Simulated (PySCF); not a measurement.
Working out the ionisation energy of C

C [He] 2s2 2p2 (3P) → C⁺ [He] 2s2 2p1 (2P). Calculation: PySCF 2.14, in pcseg-2 (4s3p2d1f, 30 functions); no relativity, point nucleus. Frozen: 1s2. Energies in hartree (1 hartree = 27.21139 eV):

```json
{"part": "UHF", "C (lower)": "-37.689074", "C⁺ (upper)": "-37.292630"}
{"part": "CCSD correlation", "C (lower)": "-0.084093", "C⁺ (upper)": "-0.072491"}
{"part": "(T)", "C (lower)": "-0.001861", "C⁺ (upper)": "-0.001115"}
```

**Question.** What does Hartree-Fock give?

**Answer.** (-37.292630) − (-37.689074) = 0.396444 hartree = 10.788 eV.

**Question.** What do CCSD and CCSD(T) give?

**Answer.** The CCSD correlation energies differ by 0.011602 hartree = 0.316 eV and the triples by 0.000746 hartree = 0.020 eV, so CCSD gives 11.104 eV and CCSD(T) 11.124 eV.

Measured between the centres of the two terms (NIST): 11.262 eV, so CCSD(T) (valence) is off by -0.138 eV.

What remains against the reference includes basis incompleteness, the frozen core and higher excitations.
